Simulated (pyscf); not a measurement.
Thermochemistry of product channels of H₃Si–SiH₃ + F–C•(F)–F on the doublet surface, in kcal/mol, from CCSD(T)/def2-TZVPP + ΔMP2(QZVPP) energies (ideal gas, 1 atm, RRHO with modes under 100 cm⁻¹ raised to 100, one conformer, R ln 2 for chiral ones without a mode under 150 cm⁻¹). Optimised with ωB97X-D3(BJ)/def2-SVP in PySCF. Correlated levels are frozen-core, on RHF or UHF. ΔMP2 is the change of the MP2 total energy from the triple- to the quadruple-zeta basis.

| products | ΔE | ΔH(298 K) | ΔG(600 K) | ΔG(1200 K) |
|---|---|---|---|---|
| F–C(F)(F)–SiH₃ + SiH₃• | ___ | -8.7 | -7.4 | ___ |
| F–SiH₃ + F–C•(F)–SiH₃ | -40.2 | -39.8 | -42.1 | -44.2 |

What belongs in the gaps?


- F–C(F)(F)–SiH₃ + SiH₃•, ΔE: -8.5
- F–C(F)(F)–SiH₃ + SiH₃•, ΔG(1200 K): -6.2

These are energies of the channels, which say nothing of barriers. The CCSD(T) − MP2 part came from Ansatz, without density fitting, on the same reference.
